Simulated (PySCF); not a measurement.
Gas-phase reaction: N₂ + 2 SiH₄ + 2 Cl ⇌ 2 H₂SiNH + 2 HCl

Computed with PySCF and rigid-rotor harmonic-oscillator thermochemistry at 1 bar. † marks an energy on the PBE0/def2-TZVP geometry and frequencies; other levels use their own. CCSD(T) freezes the core. 6-31G* has spherical d functions here. Open shells (unrestricted): Cl (multiplicity 2, electronic degeneracy 6); the rest are closed-shell singlets. Spin-orbit splitting is ignored; it lowers the true energy and changes the entropy of Cl. H₂SiNH: computed as isolated molecules; such fragments, hydroxides, amides, oligomers or adducts are transient or little studied in the gas. CCSD(T) isn't extrapolated to the basis-set limit; its ΔH°(298 K) is -33.8 kJ in def2-SVP and -127.8 kJ in def2-TZVPP. The harmonic model lacks anharmonicity and excited electronic states, which grow with temperature; levels with a mode under 35 cm⁻¹ are left out.

| level | ΔE electronic, kJ | ΔH°(298 K), kJ | ΔS°(298 K), J/K | ΔG°(1800 K), kJ |
|---|---|---|---|---|
| CCSD(T)/def2-TZVPP† | -138 | -128 | -72 | 2 |
| HF/6-31G* | 179 | 189 | -74 | 321 |
| PBE/def2-SVP | -167 | -157 | -72 | -26 |
| PBE/def2-TZVP† | -208 | -197 | -72 | -67 |
| PBE0/def2-QZVP† | -185 | -174 | -72 | -44 |
| LDA/def2-TZVP† | -326 | -315 | -72 | -185 |
| ωB97X-V/def2-TZVP† | -132 | -122 | -72 | 9 |
ΔH° is lowest at LDA/def2-TZVP† and highest at HF/6-31G*. No reference value is set beside these.
